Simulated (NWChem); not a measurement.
All runs are NWChem calculations. System: H$_{2}$Si, charge 0, spin multiplicity 1, at a geometry optimised with PBE/def2-SVP. The structure started from a generated list of species. Level: CCSD(T)/6-31G* (spherical d), 5 core orbitals frozen.

Part of the output:

```
             Northwest Computational Chemistry Package (NWChem) 7.3.0
             --------------------------------------------------------

                                NWChem Input Module
                                -------------------

 Scaling coordinates for geometry "geometry" by  1.889725989
 (inverse scale =  0.529177249)

 Turning off AUTOSYM since
 SYMMETRY directive was detected!

                             Geometry "geometry" -> ""
                             -------------------------

 Output coordinates in angstroms (scale by  1.889725989 to convert to a.u.)

  No.       Tag          Charge          X              Y              Z
 ---- ---------------- ---------- -------------- -------------- --------------
    1 Si                  14.0000     0.00000000     0.00000000     0.13632200
    2 H                    1.0000     1.10006300     0.00000000    -0.95425700
    3 H                    1.0000    -1.10006300     0.00000000    -0.95425700

 Effective nuclear repulsion energy (a.u.)       9.8058239372

            Nuclear Dipole moment (a.u.)
            ----------------------------
        X                 Y               Z
 ---------------- ---------------- ----------------
     0.0000000000     0.0000000000    -0.0000113384

      Symmetry information
      --------------------

 Group name             C2v
 Group number             16
 Group order               4
 No. of unique centers     2

      Symmetry unique atoms

     1    2


 Summary of "ao basis" -> "" (spherical)
 ------------------------------------------------------------------------------
       Tag                 Description            Shells   Functions and Types
 ---------------- ------------------------------  ------  ---------------------
 *                           6-31g*                   on all atoms

 Summary of "ao basis" -> "ao basis" (spherical)
 ------------------------------------------------------------------------------
       Tag                 Description            Shells   Functions and Types
 ---------------- ------------------------------  ------  ---------------------
 Si                          6-31g*                  8       18   4s3p1d
 H                           6-31g*                  2        2   2s

                                 NWChem SCF Module
                                 -----------------

  ao basis        = "ao basis"
  functions       =    22
  atoms           =     3
  closed shells   =     8
  open shells     =     0
  charge          =   0.00
  wavefunction    = RHF
  use symmetry    = T
  symmetry adapt  = T

 Summary of "ao basis" -> "ao basis" (spherical)
 ------------------------------------------------------------------------------
       Tag                 Description            Shells   Functions and Types
 ---------------- ------------------------------  ------  ---------------------
 Si                          6-31g*                  8       18   4s3p1d
 H                           6-31g*                  2        2   2s

      Symmetry analysis of basis
      --------------------------

        a1         11
        a2          1
        b1          6
        b2          4

 Forming initial guess at       0.1s

      Superposition of Atomic Density Guess
      -------------------------------------

 Sum of atomic energies:        -289.81377260

      Non-variational initial energy
      ------------------------------

 Total energy =    -289.747938
 1-e energy   =    -420.916900
 2-e energy   =     121.363138
 HOMO         =      -0.233647
 LUMO         =      -0.088796

      Symmetry analysis of molecular orbitals - initial
      -------------------------------------------------

  Numbering of irreducible representations:

     1 a1          2 a2          3 b1          4 b2

  Orbital symmetries:

     1 a1          2 a1          3 b1          4 a1          5 b2
     6 a1          7 b1          8 a1          9 b2         10 b1
    11 a1         12 a1         13 b1         14 a1         15 b2
    16 a1         17 a2         18 b2

 Starting SCF solution at       0.2s

 ----------------------------------------------
         Quadratically convergent ROHF

 Convergence threshold     :          1.000E-07
[...]
 Vector    8  Occ=2.000000D+00  E=-3.395026D-01  Symmetry=a1
              MO Center= -2.1D-15,  4.6D-16,  4.0D-01, r^2= 2.3D+00
   Bfn.  Coefficient  Atom+Function         Bfn.  Coefficient  Atom+Function
  ----- ------------  ---------------      ----- ------------  ---------------
     9      0.451081  1 Si pz                10      0.373041  1 Si s
     6      0.360320  1 Si s                 13      0.252779  1 Si pz
    20     -0.209380  2 H  s                 22     -0.209380  3 H  s
     5     -0.173844  1 Si pz                 2     -0.153782  1 Si s

 Vector    9  Occ=0.000000D+00  E= 7.128603D-03  Symmetry=b2
              MO Center= -3.7D-15,  3.8D-16,  1.3D-01, r^2= 3.2D+00
   Bfn.  Coefficient  Atom+Function         Bfn.  Coefficient  Atom+Function
  ----- ------------  ---------------      ----- ------------  ---------------
    12      0.702843  1 Si py                 8      0.400313  1 Si py
     4     -0.174766  1 Si py

 Vector   10  Occ=0.000000D+00  E= 1.487026D-01  Symmetry=b1
              MO Center=  8.8D-15, -1.1D-15,  4.0D-01, r^2= 4.3D+00
   Bfn.  Coefficient  Atom+Function         Bfn.  Coefficient  Atom+Function
  ----- ------------  ---------------      ----- ------------  ---------------
    11      1.233130  1 Si px                20     -0.821746  2 H  s
    22      0.821746  3 H  s                  7      0.216032  1 Si px

 Vector   11  Occ=0.000000D+00  E= 2.348441D-01  Symmetry=a1
              MO Center=  1.4D-15,  4.8D-16, -7.5D-02, r^2= 4.8D+00
   Bfn.  Coefficient  Atom+Function         Bfn.  Coefficient  Atom+Function
  ----- ------------  ---------------      ----- ------------  ---------------
    13      1.607080  1 Si pz                10     -1.440125  1 Si s
    20      1.310577  2 H  s                 22      1.310577  3 H  s
     6     -0.231499  1 Si s

 center of mass
 --------------
 x =   0.00000000 y =   0.00000000 z =   0.11910884

 moments of inertia (a.u.)
 ------------------
           7.985705428413           0.000000000000           0.000000000000
           0.000000000000          16.696302196145           0.000000000000
           0.000000000000           0.000000000000           8.710596767732

  Mulliken analysis of the total density
  --------------------------------------

    Atom       Charge   Shell Charges
 -----------   ------   -------------------------------------------------------
    1 Si  14    13.66   2.00  2.00  5.97  1.17  1.37  0.56  0.51  0.09
    2 H    1     1.17   0.49  0.68
    3 H    1     1.17   0.49  0.68

       Multipole analysis of the density wrt the origin
       ------------------------------------------------

     L   x y z        total         open         nuclear
     -   - - -        -----         ----         -------
     0   0 0 0     -0.000000      0.000000     16.000000

     1   1 0 0      0.000000      0.000000      0.000000
     1   0 1 0     -0.000000      0.000000      0.000000
     1   0 0 1     -0.110249      0.000000     -0.000011

     2   2 0 0    -12.293039      0.000000      8.642966
     2   1 1 0      0.000000      0.000000      0.000000
     2   1 0 1      0.000000      0.000000      0.000000
     2   0 2 0     -8.946427      0.000000      0.000000
     2   0 1 1     -0.000000      0.000000      0.000000
     2   0 0 2    -14.044085      0.000000      7.432758

                   NWChem Extensible Many-Electron Theory Module
                   ---------------------------------------------


            General Information
            -------------------
      Number of processors :     1
         Wavefunction type : Restricted Hartree-Fock
          No. of electrons :    16
           Alpha electrons :     8
            Beta electrons :     8
           No. of orbitals :    44
            Alpha orbitals :    22
             Beta orbitals :    22
        Alpha frozen cores :     5
         Beta frozen cores :     5
     Alpha frozen virtuals :     0
      Beta frozen virtuals :     0
         Spin multiplicity : singlet
    Number of AO functions :    22
       Number of AO shells :    12
        Use of symmetry is : on
      Symmetry adaption is : on
         Schwarz screening : 0.10D-09

          Correlation Information
          -----------------------
          Calculation type : Coupled-cluster singles & doubles w/ perturbation
   Perturbative correction : (T)
            Max iterations :      100
        Residual threshold : 0.10D-05
     T(0) DIIS level shift : 0.00D+00
     L(0) DIIS level shift : 0.00D+00
     T(1) DIIS level shift : 0.00D+00
     L(1) DIIS level shift : 0.00D+00
     T(R) DIIS level shift : 0.00D+00
     T(I) DIIS level shift : 0.00D+00
   CC-T/L Amplitude update :  5-th order DIIS
                I/O scheme : Global Array Library
        L-threshold :  0.10D-05
        EOM-threshold :  0.10D-05
 no EOMCCSD initial starts read in
 TCE RESTART OPTIONS
 SLICE:      F
 D4D5:       F
 quantumc:   F
 qrotation:  F
 pwtce:      F
 qducc:      F
 nacto:                         0
 nrotv:                         0
 nrot:                          0

            Memory Information
            ------------------
          Available GA space size is     249036316 doubles
          Available MA space size is     104855380 doubles

 Maximum block size supplied by input
 Maximum block size        24 doubles

 tile_dim =      6

 -------------------------------------------------

 Global array virtual files algorithm will be used

 Parallel file system coherency ......... OK

 4-electron integrals stored in orbital form

 v2    file size   =             6589
 4-index algorithm nr.  13 is used
 imaxsize =       30
 imaxsize ichop =        0


CCSD iterations
 ---------------------------------------------------------
 Iter          Residuum       Correlation     Cpu    Wall
 ---------------------------------------------------------
    1   0.0971060572872  -0.0673786311834     0.0     0.0
    2   0.0344719725649  -0.0841035305530     0.0     0.0
    3   0.0157869569826  -0.0889920817566     0.1     0.1
    4   0.0082661137963  -0.0908434140273     0.0     0.0
    5   0.0046824559058  -0.0916553838431     0.0     0.0
    6   0.0006313636808  -0.0925193706013     0.0     0.0
    7   0.0003353795290  -0.0925202418567     0.0     0.0
    8   0.0002122550215  -0.0925208848747     0.0     0.0
    9   0.0001390034172  -0.0925219969733     0.0     0.0
   10   0.0000922037702  -0.0925229270649     0.1     0.1
   11   0.0000071825882  -0.0925252361543     0.0     0.0
   12   0.0000030643133  -0.0925258246052     0.0     0.0
   13   0.0000016434594  -0.0925261077566     0.1     0.1
   14   0.0000009501840  -0.0925262389931     0.1     0.1
 -----------------------------------------------------------------
 Iterations converged
 CCSD correlation energy / hartree =        -0.092526238993075
 CCSD total energy / hartree       =      -290.090242463294601

 Singles contributions

 Doubles contributions
     9b2  (alpha)     9b2  (beta ) ---     8a1  (alpha)     8a1  (beta )       -0.1029541886
 CCSD(T)
 Using plain CCSD(T) code
             total no. of tasks           80
 total no. of tasks / no. procs           80
                         wl_min            4           1.3
                         wl_max         1728           3.5
        thresh for no. of tasks           80

 CCSD[T]  correction energy / hartree =        -0.001872737794774
 CCSD[T] correlation energy / hartree =        -0.094398976787848
 CCSD[T] total energy / hartree       =      -290.092115201089371
 CCSD(T)  correction energy / hartree =        -0.001794022454698
 CCSD(T) correlation energy / hartree =        -0.094320261447773
 CCSD(T) total energy / hartree       =      -290.092036485749304

 Task  times  cpu:        1.2s     wall:        1.2s

 Total times  cpu:        1.2s     wall:        1.2s
```

### Question
Write an NWChem input that would produce this output.

### Answer
One answer among several that fit: 
```
start mol
memory heap 100 mb stack 700 mb global 1900 mb
geometry units angstroms nocenter noautoz
  Si     0.000000     0.000000     0.136322
  H      1.100063     0.000000    -0.954257
  H     -1.100063     0.000000    -0.954257
  symmetry group C2v
end
basis spherical
  * library 6-31g*
end
scf
  rhf
  nopen 0
  maxiter 100
  thresh 1e-7
  semidirect memsize 60000000 filesize 0
end
tce
  freeze core 5
  ccsd(t)
  2eorb
  2emet 13
  thresh 1e-6
  maxiter 100
  tilesize 24
end
task tce energy
```
